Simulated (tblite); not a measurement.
Compound: C3H6O (charge -1 and doublet state).
Atom-mapped SMILES: `[CH3:1][C:2]([CH3:3])[O-:4]` (hydrogens: H5, H6, H7 on C1; H8, H9, H10 on C3)

The geometry is computed with GFN2-xTB (gas phase). This method treats the open shell by occupation alone, without spin polarisation.

Question: Give the optimised bond lengths and angles.

Answer: 
| bond | length (Å) | order |
| --- | --- | --- |
| C1–C2, C2–C3 | 1.523 | single |
| C2–O4 | 1.314 | single |
| C1–H5, C3–H9 | 1.112 | single |
| C1–H6, C1–H7, C3–H8 | 1.094 | single |
| C3–H10 | 1.100 | single |

Bonds in one row agree within 0.01 Å and their mean is given. Orders are formal, as drawn. A selection of angles:
| angle | degrees |
| --- | --- |
| C2–C1–H5 | 113.7 |
| C2–C1–H6 | 111.0 |
| C2–C1–H7 | 109.9 |
| H5–C1–H6 | 106.3 |
| H5–C1–H7 | 107.3 |
| C1–C2–C3 | 112.5 |
| C1–C2–O4 | 120.0 |

C2 (carbon bonded to 2 C and O) has angles 120.0°, 119.9° and 112.5°, sum 352.4°, 0.23 Å off the plane of its three neighbours.

Point group: Cs (tolerance 0.08 Å). Its GFN2-xTB frequencies are all real (lowest 150 cm⁻¹). Whether the extra electron is bound in the gas phase wasn't checked; a finite basis holds it in any case.
